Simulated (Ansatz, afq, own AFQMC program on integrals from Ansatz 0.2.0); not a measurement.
AlGaCl, quartet in cc-pVDZ along one coordinate

```xyz
3

Cl    0.0000    0.0000   -2.1660
Al    0.0000    0.0000   -0.0752
Ga    0.0000    0.0000    2.2412
```

The Al2–Ga3 distance is changed with both sides rigid. Energies in mEh count from this geometry (2.316 Å) at the same level; the start stands on UHF, each point on the determinant named.

Basis cc-pVDZ. Only valence electrons are correlated. Ansatz 0.2.0 and our own AFQMC program on the same integrals; the CISD trial comes from CCSD amplitudes, and released means the phaseless constraint is let go. Uncertainties: one standard error, sampling alone. No spin–orbit coupling.

Cautions, each for one point or more: inner d shell frozen; lower spins were not checked; no relativity below Rb; no spin-orbit coupling; released walk and highest rung disagree; the search met a lower determinant of the same kind, perhaps of another symmetry, and this one is a saddle point.

```
r(Al2–Ga3) / Å  det.     T1  weight  ⟨S²⟩  CCSD(T)  ph-AFQMC/CISD  released AFQMC  CCSDT(Q)  wB97M-V  B3LYP
         2.090   UHF  0.018    0.87  3.77     18.6     18.9 ± 0.7      18.9 ± 0.8      18.9     11.9   14.9
         2.574   UHF  0.020    0.85  3.79      5.3      5.4 ± 0.8               –       4.9     10.4    6.4
         3.235   UHF  0.037    0.80  3.76     46.4     47.6 ± 0.9     46.4 ± 1.3*      44.9     56.4   43.0
         4.248   UHF  0.017    0.87  3.76     75.7     77.1 ± 0.7     75.8 ± 1.0*      74.6     80.7   72.1
         6.317  UHF†  0.015    0.87  3.76     78.0     79.0 ± 0.7      77.1 ± 0.9      78.8     82.3   75.7
```

Weight is that of the determinant in the CISD state; at the start T1 is 0.020 and the weight 0.86, and ⟨S²⟩ is 3.77. An asterisk marks released energies that aren't shown to be converged. A dagger marks points whose determinant fills other symmetries than the start's, so the wave-function levels may follow another state there, or a degenerate partner. A dash marks a missing value, a released energy that hasn't settled or a functional that sits on another state. Largest departures from CCSDT(Q), at the points where its series has closed: CCSD(T) -0.8 mEh at 6.317 (on UHF), ph-AFQMC/CISD 0.4 mEh at 2.574 (on UHF) (within the noise), released AFQMC -1.7 mEh at 6.317 (on UHF) (within the noise), wB97M-V -6.9 mEh at 2.090, B3LYP -4.0 mEh at 2.090. Functionals count only at points shown to share the start's state and spin. In this small basis the wave-function levels are far from their limit, so their gap to the functionals isn't the functionals' error.

Some points may be missing: those where a free walk finds a much lower state, and past Zn most of those on another determinant than at the start.

A walk keeps the symmetry of its determinant, which the program's search chose and which needn't be the lowest solution, so a lower state of the same spin and another symmetry isn't excluded.
